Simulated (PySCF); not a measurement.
# MgSi⁺ from Hartree–Fock to correlated methods

State: ²Π (doublet), unpaired electrons π ↑. Set-up: PySCF, no relativity, basis sets Mg 6-311G(d,p), Si 6-311G(d,p). De refers to Mg⁺ + Si in their high-spin ground configurations, without counterpoise correction. The functionals are run spin-unrestricted. A positive dipole points towards Si; it is taken about the centre of mass and depends on that origin. Levels whose curve was spin-contaminated or gave no clean fit are not listed.

```
      Level  Re (Å)  ωe (cm⁻¹)  De (eV)  μ (D)  CPU s a point (SCF and correlation, without the integrals)
        UHF   2.769        259     0.60  -4.79                                                        0.18
    UHF-MP2   2.723        278     1.37    n/a                                                        0.29
UHF-SCS-MP2   2.742        269     1.45    n/a                                                         n/a
   UHF-CCSD   2.741        270     1.62    n/a                                                         n/a
UHF-CCSD(T)   2.737        271     1.71    n/a                                                         5.7
        PBE   2.726        270     1.95  -3.98                                                        0.88
     revPBE   2.744        265     1.85  -4.09                                                        0.47
       PBE0   2.713        275     1.75  -4.30                                                        0.97
  CAM-B3LYP   2.712        269     1.71  -4.13                                                         1.1
```

The bond length runs from 2.712 Å (CAM-B3LYP) to 2.769 Å (UHF). De spans 0.60 eV (UHF, mean field) to 1.95 eV (PBE, GGA). Correlation at CCSD(T) changes the Hartree–Fock bond energy by +1.11 eV; the triples alone change it by +0.09 eV.

Correlated steps freeze 6 core orbitals. For an ion De counts to the pair picked by the measured ionisation energies or electron affinities, which need not be the lowest pair at this level. The state is the lowest determinant that a PBE0 search found; another state may lie lower at other levels.

The whole job (state search and all levels along the bond) took about 2.7 min on 1 thread of Arm Neoverse V1 (shared host), peak memory 0.63 GiB.
